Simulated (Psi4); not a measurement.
C₄H₅, charge -2, doublet, geometry from GFN2-xTB of the parent state (a state made from the parent by changing its charge; the spin is typed, not shown lowest) (a gas-phase anion, which may not be bound at this level); R2SCAN/6-31G in Psi4.

Here is a job for Psi4.
```
memory 2 GB

molecule mol {
-2 2
C    -0.004777   -0.008469    0.427331
C    -0.001740   -0.769514   -0.833853
C     0.020257    0.754235   -0.884483
C    -0.020486   -0.113090    1.733287
H    -0.907818   -1.268940   -1.192104
H     0.897518   -1.294348   -1.172425
H     0.936283    1.226025   -1.251408
H    -0.873917    1.251501   -1.271141
H    -0.011584    0.906790    2.233392
}

set {
  basis 6-31g
  reference uks
}

energy('r2scan')
print_variables()
```

It wrote (shortened):

```
   => Loading Basis Set <=

    Name: 6-31G
    Role: ORBITAL
    Keyword: BASIS

         ---------------------------------------------------------
                                   SCF
               by Justin Turney, Rob Parrish, Andy Simmonett
                          and Daniel G. A. Smith
                              UKS Reference
         ---------------------------------------------------------

  ==> Geometry <==

    Molecular point group: c1
    Full point group: C1

    Geometry (in Angstrom), charge = -2, multiplicity = 2:

       Center              X                  Y                   Z               Mass
    ------------   -----------------  -----------------  -----------------  -----------------
         C           -0.004019950804     0.006889538192     0.377689667992    12.000000000000
         C           -0.000982950804    -0.754155461808    -0.883494332008    12.000000000000
         C            0.021014049196     0.769593538192    -0.934124332008    12.000000000000
         C           -0.019728950804    -0.097731461808     1.683645667992    12.000000000000
         H           -0.907060950804    -1.253581461808    -1.241745332008     1.007825032230
         H            0.898275049196    -1.278989461808    -1.222066332008     1.007825032230
         H            0.937040049196     1.241383538192    -1.301049332008     1.007825032230
         H           -0.873159950804     1.266859538192    -1.320782332008     1.007825032230
         H           -0.010826950804     0.922148538192     2.183750667992     1.007825032230

  Running in c1 symmetry.

  Rotational constants: A =      0.68543  B =      0.24011  C =      0.19110 [cm^-1]
  Rotational constants: A =  20548.56740  B =   7198.25090  C =   5729.03362 [MHz]
  Nuclear repulsion =  101.474242596802611

  Charge       = -2
  Multiplicity = 2
  Electrons    = 31
  Nalpha       = 16
  Nbeta        = 15

  ==> Algorithm <==

  SCF Algorithm Type is DF.
  DIIS enabled.
  MOM disabled.
  Fractional occupation disabled.
  Guess Type is SAD.
  Energy threshold   = 1.00e-06
  Density threshold  = 1.00e-06
  Integral threshold = 1.00e-12

  ==> Primary Basis <==

  Basis Set: 6-31G
    Blend: 6-31G
    Number of shells: 30
    Number of basis functions: 46
    Number of Cartesian functions: 46
    Spherical Harmonics?: false
    Max angular momentum: 1

  ==> DFT Potential <==

   => LibXC <=

    Version 7.1.2
    S. Lehtola, C. Steigemann, M. J. T. Oliveira, and M. A. L. Marques,  SoftwareX 7, 1–5 (2018) (10.1016/j.softx.2017.11.002)

   => Composite Functional: R2SCAN <=

    r2SCAN Meta-GGA XC Functional  (0.1021/acs.jpclett.0c02405)
    J. W. Furness, A. D. Kaplan, J. Ning, J. P. Perdew, J. Sun  J. Phys. Chem. Lett.  11, 8208–8215, 2020

    Deriv               =              1
    GGA                 =           TRUE
    Meta                =           TRUE

    Exchange Hybrid     =          FALSE
    MP2 Hybrid          =          FALSE

   => Exchange Functionals <=

    1.0000   XC_MGGA_X_R2SCAN

   => Correlation Functionals <=

    1.0000   XC_MGGA_C_R2SCAN

   => LibXC Density Thresholds  <==

    XC_MGGA_C_R2SCAN:  1.00E-15
    XC_MGGA_X_R2SCAN:  1.00E-11

   => Molecular Quadrature <=

    Radial Scheme          =       TREUTLER
    Pruning Scheme         =           NONE
    Nuclear Scheme         =       TREUTLER

    Blocking Scheme        =         OCTREE
    BS radius alpha        =              1
    Pruning alpha          =              1
    Radial Points          =             75
    Spherical Points       =            302
    Total Points           =         192265
    Total Blocks           =           1509
    Max Points             =            256
    Max Functions          =             46
    Weights Tolerance      =       1.00E-15

   => Loading Basis Set <=

    Name: (6-31G AUX)
    Role: JKFIT
    Keyword: DF_BASIS_SCF

  ==> Integral Setup <==

  SCF_SUBTYPE=INCORE selected. In-core MEM_DF algorithm will be used.
[...]
   -------------------------
    Total      46      46
   -------------------------

  ==> Iterations <==

                           Total Energy        Delta E     RMS |[F,P]|

   @DF-UKS iter SAD:  -154.72738441384351   -1.54727e+02   0.00000e+00
   @DF-UKS iter   1:  -154.00045755592762    7.26927e-01   2.36396e-02 DIIS/ADIIS
   @DF-UKS iter   2:  -150.29414351546723    3.70631e+00   4.26526e-02 DIIS/ADIIS
   @DF-UKS iter   3:  -154.48613917989465   -4.19200e+00   1.42045e-02 DIIS/ADIIS
   @DF-UKS iter   4:  -154.72805157456867   -2.41912e-01   7.46693e-03 DIIS/ADIIS
   @DF-UKS iter   5:  -154.79236358519722   -6.43120e-02   2.18091e-03 DIIS/ADIIS
   @DF-UKS iter   6:  -154.79722523840741   -4.86165e-03   9.09692e-04 DIIS/ADIIS
   @DF-UKS iter   7:  -154.79834818106255   -1.12294e-03   1.50115e-04 DIIS/ADIIS
   @DF-UKS iter   8:  -154.79840966462743   -6.14836e-05   8.89063e-05 DIIS
   @DF-UKS iter   9:  -154.79842131204069   -1.16474e-05   5.63861e-05 DIIS
   @DF-UKS iter  10:  -154.79842698336313   -5.67132e-06   1.04824e-05 DIIS
   @DF-UKS iter  11:  -154.79842725275540   -2.69392e-07   4.24712e-06 DIIS
   @DF-UKS iter  12:  -154.79842728109435   -2.83389e-08   1.98372e-06 DIIS
   @DF-UKS iter  13:  -154.79842728805028   -6.95593e-09   2.28724e-07 DIIS
  Energy and wave function converged.

  ==> Post-Iterations <==

   Electrons on quadrature grid:
      Nalpha   =   15.9999985096 ; deviation = -1.490e-06
      Nbeta    =   14.9999980298 ; deviation = -1.970e-06
      Ntotal   =   30.9999965394 ; deviation = -3.461e-06

   @Spin Contamination Metric:   8.498612062E-03
   @S^2 Expected:                7.500000000E-01
   @S^2 Observed:                7.584986121E-01
   @S   Expected:                5.000000000E-01
   @S   Observed:                5.000000000E-01

    Orbital Energies [Eh]
    ---------------------

    Alpha Occupied:

[...]
      16A      0.422633

    Alpha Virtual:

[...]
    Beta Occupied:

[...]
    Beta Virtual:

[...]
      46A      1.878260

    Final Occupation by Irrep:
              A
    DOCC [    15 ]
    SOCC [     1 ]
    NA   [    16 ]
    NB   [    15 ]

  @DF-UKS Final Energy:  -154.79842728805028

   => Energetics <=

    Nuclear Repulsion Energy =            101.4742425968026112
    One-Electron Energy =                -421.1555494366194807
    Two-Electron Energy =                 188.8218974534798065
    DFT Exchange-Correlation Energy =     -23.9390179017131857
    Empirical Dispersion Energy =           0.0000000000000000
    VV10 Nonlocal Energy =                  0.0000000000000000
    Total Energy =                       -154.7984272880502772

  UHF NO Occupations:
  HONO-2 :   14  A 1.9993005
  HONO-1 :   15  A 1.9975410
  HONO-0 :   16  A 1.0000000
  LUNO+0 :   17  A 0.0024590
  LUNO+1 :   18  A 0.0006995
  LUNO+2 :   19  A 0.0003435
  LUNO+3 :   20  A 0.0003197

Computation Completed

Properties will be evaluated at   0.000000,   0.000000,   0.000000 [a0]

Properties computed using the SCF density matrix

 Multipole Moments:

 ------------------------------------------------------------------------------------
     Multipole            Electronic (a.u.)      Nuclear  (a.u.)        Total (a.u.)
 ------------------------------------------------------------------------------------

 L = 1.  Multiply by 2.5417464519 to convert [e a0] to [Debye]
 Dipole X            :         -0.0194029            0.0414992            0.0220963
 Dipole Y            :         -0.5098142            0.8416795            0.3318653
 Dipole Z            :          1.1229378           -2.7204358           -1.5974980
 Magnitude           :                                                    1.6317544

 ------------------------------------------------------------------------------------

  Variable Map:
  ----------------------------------------------------------------------------
[...]
  Array Variable Map:
  ----------------------------------------------------------------------------
[...]
[...]
```
